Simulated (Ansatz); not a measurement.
# SiN2H6 (SMILES NN[SiH3]): CAM-B3LYP/6-311+G(d,p)

Aim: the vertical electron affinity of SiN2H6 at CAM-B3LYP/6-311+G**, from 2 runs. 

Program for the calculation: Ansatz 0.2.0.

38 further runs of the same task are left out: 38 set aside as unsound or not needed.

**1. Starting point**

SiN2H6 has 9 atoms, charge 0, and is taken as a singlet. SMILES: `NN[SiH3]`. The shape is that of a PBE0-D4/def2-TZVP optimisation. This is one conformer, not always the lowest.

Bond lengths: N1–N2 1.407 Å, N2–Si3 1.714 Å, N1–H4 1.014 Å, N1–H5 1.013 Å, N2–H6 1.005 Å, Si3–H7 1.494 Å, Si3–H8 1.491 Å, Si3–H9 1.486 Å. Some angles: N1–N2–Si3 123.5°, N1–N2–H6 112.1°, Si3–N2–H6 123.5°, N2–N1–H4 110.8°, N2–N1–H5 110.1°, N2–Si3–H7 112.3°, N2–Si3–H8 110.9°, N2–Si3–H9 107.1°, H4–N1–H5 108.5°, H7–Si3–H8 106.4°.

**2. A single-point energy at CAM-B3LYP/6-311+G(d,p)**

The input, molecule.yaml:

```yaml
crystal:
  periodic: [false, false, false]
  atoms:
    - {symbol: N, position_ang: [-0.558800, 0.925000, -1.203100]}
    - {symbol: N, position_ang: [-0.285500, 0.708200, 0.159700]}
    - {symbol: Si, position_ang: [0.408400, -0.736600, 0.767500]}
    - {symbol: H, position_ang: [0.267900, 0.761300, -1.767500]}
    - {symbol: H, position_ang: [-1.290500, 0.297600, -1.515600]}
    - {symbol: H, position_ang: [-0.377500, 1.549300, 0.701800]}
    - {symbol: H, position_ang: [1.729200, -1.040000, 0.139600]}
    - {symbol: H, position_ang: [-0.469800, -1.907300, 0.484500]}
    - {symbol: H, position_ang: [0.576500, -0.557300, 2.233000]}
basis:
  gaussian: {orbitals: 6-311+G_st__st_-spherical.json}
hamiltonian: {xc: {name: CAM-B3LYP}}
accuracy: high
output: {orbitals: {seedname: orbitals}}
```

The basis set 6-311+G** is read from a file made from the Basis Set Exchange's data (not shown).

The run is started by

```
$ ansatz run molecule.yaml --threads 1 --pin off --max-ram 3480MiB --events-out events.jsonl --progress --plain --runs-dir runs
```

Standard output:

```text
Warning: RAYON_NUM_THREADS=1 ignored (pool sized by the plan → 1); use --threads N
Functional definition: CAM-B3LYP
  name "CAM-B3LYP"
  parameter alpha = 0.19
  parameter beta = 0.46
  parameter omega = 0.33/bohr
  parameter ac = 0.81
  exchange = (1 - alpha - beta)*b88_x + beta*b88_x_sr(omega) + alpha*exact_x + beta*exact_x_lr(omega)
  correlation = (1 - ac)*vwn5_c + ac*lyp_c
2142 factors; integrals over basis functions are off by at most 4.4e-9 eV
475 factors; integrals over basis functions are off by at most 2.8e-9 eV
mean field evaluation 1: about -10948.7230 eV, gradient 5.5e1 eV
mean field evaluation 2: about -10945.5560 eV, gradient 6.7e1 eV
mean field evaluation 4: about -10954.5209 eV, gradient 1.4e0 eV
mean field evaluation 8: about -10954.6266 eV, gradient 2.9e-2 eV
mean field evaluation 16: about -10954.6266 eV, gradient 3.1e-6 eV
mean field -10954.62663176 eV, -402.5751034047 hartree, gradient 1.4e-8 eV, S^2 0.000000; 0 other end points of the search recorded, 0 dependent functions left out
reference -10954.62665402 eV, -402.5751042226 hartree; 17, 17 occupied and 93, 93 virtual orbitals, 2142 factors
Total energy: -10954.62665402 eV, -402.5751042226 hartree
```

It took 9 s on 1 thread of Arm Neoverse V2, shared host; peak memory 0.41 GiB.

**3. The doublet anion**

The input, job.yaml:

```yaml
crystal:
  periodic: [false, false, false]
  atoms:
    - {symbol: "N", position_ang: [-0.558800, 0.925000, -1.203100]}
    - {symbol: "N", position_ang: [-0.285500, 0.708200, 0.159700]}
    - {symbol: Si, position_ang: [0.408400, -0.736600, 0.767500]}
    - {symbol: H, position_ang: [0.267900, 0.761300, -1.767500]}
    - {symbol: H, position_ang: [-1.290500, 0.297600, -1.515600]}
    - {symbol: H, position_ang: [-0.377500, 1.549300, 0.701800]}
    - {symbol: H, position_ang: [1.729200, -1.040000, 0.139600]}
    - {symbol: H, position_ang: [-0.469800, -1.907300, 0.484500]}
    - {symbol: H, position_ang: [0.576500, -0.557300, 2.233000]}
basis:
  gaussian: {orbitals: 6-311+G_st__st_-spherical.json}
accuracy: high
total_charge: -1
hamiltonian: {xc: {name: CAM-B3LYP}}
output: {orbitals: {seedname: orbitals}}
magnetization: {spin_polarized: true, initial_magnetization: 1}
```

The basis set 6-311+G** is read from a file made from the Basis Set Exchange's data (not shown).

The run is started by

```
$ ansatz run job.yaml --threads 1 --pin off --max-ram 3480MiB --events-out events.jsonl --progress --plain --runs-dir runs
```

Standard output, shortened:

```text
Warning: RAYON_NUM_THREADS=1 ignored (pool sized by the plan → 1); use --threads N
[... 2 set-up lines as earlier in the session ...]
[...]
2142 factors; integrals over basis functions are off by at most 4.4e-9 eV
475 factors; integrals over basis functions are off by at most 2.8e-9 eV
[...]
mean field -10953.48312637 eV, -402.5330803564 hartree, gradient 7.0e-8 eV, S^2 0.750483; 6 other end points of the search recorded, 0 dependent functions left out
reference -10953.48314333 eV, -402.5330809798 hartree; 18, 17 occupied and 92, 93 virtual orbitals, 2142 factors
Total energy: -10953.48314333 eV, -402.5330809798 hartree
```

It took 44 s on 1 thread of Arm Neoverse V2, shared host; peak memory 0.56 GiB.

**4. Outcome**

Level: CAM-B3LYP/6-311+G**.

| quantity | value |
| --- | --- |
| singlet SiN2H6: total energy | -402.57510 Eh |
| singlet SiN2H6: HOMO energy | -8.48 eV |
| singlet SiN2H6: LUMO energy | 0.57 eV |
| singlet SiN2H6: HOMO–LUMO gap | 9.05 eV |
| doublet anion: total energy | -402.53308 Eh |
| doublet anion: HOMO energy (highest over α and β) | 1.72 eV |
| doublet anion: LUMO energy (lowest over α and β) | 3.95 eV |
| doublet anion: ⟨S²⟩ | 0.750 |
| vertical electron affinity (to the doublet anion) | -1.144 eV |

The anion lies 1.14 eV (26 kcal/mol) above the neutral: the electron isn't bound at this level, and such a value depends on the basis. The HOMO (doublet anion) lies at positive energy, 1.72 eV; only total energies tell whether the electron is bound.
